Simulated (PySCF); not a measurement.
Metal–ligand bonds in Cd(Cl)1–Y. All species are isolated molecules in the gas phase. Multiplicities are imposed; where one is given, others were not computed. Strings in code marks are SMILES. In the def2 sets, heavy atoms carry core potentials. All members: neutral, multiplicity 2. Level: TPSSh-D3(BJ)/def2-TZVP // r2SCAN-D4/def2-SVP (PySCF), beside PBE-D3(BJ)/def2-TZVP // r2SCAN-D4/def2-SVP (PySCF) at the same geometries.  Orbital energies are measured against the vacuum level.

| species | highest occupied spin orbital, PBE (eV) | highest occupied spin orbital, TPSSh-D3(BJ) (eV) |
|---|---|---|
| `[NH2]` | -7.16 | -7.94 |
| `[OH]` | -7.16 | -8.09 |
| `[SH]` | -6.12 | withheld |
| `C[O]` | -5.95 | -6.86 |
| [Cd(Cl)] | -5.65 | -6.03 |
| `C[N]C` | -5.55 | -6.40 |
| `[CH3]` | -5.38 | -6.06 |

**Question.** Fit y = a + b·x, y being the highest occupied spin orbital at the first level, to the 6 complete rows by least squares, with x = the PBE value in eV. Give a, b and the rms residual, and predict the withheld value.

**Answer.** Means of the 6 rows: x̄ = -6.1417, ȳ = -6.8967 eV. Σ(x − x̄)² = 3.2827 and Σ(x − x̄)(y − ȳ) = 3.6419, so b = 1.109 and a = ȳ − b·x̄ = -0.086 eV. The rms residual is 0.169 eV. At x = -6.12 the line gives -6.87 eV. The run for `[SH]` gave -6.75 eV, so the line is off by 0.12 eV, within twice the rms residual.

Codes: PySCF.
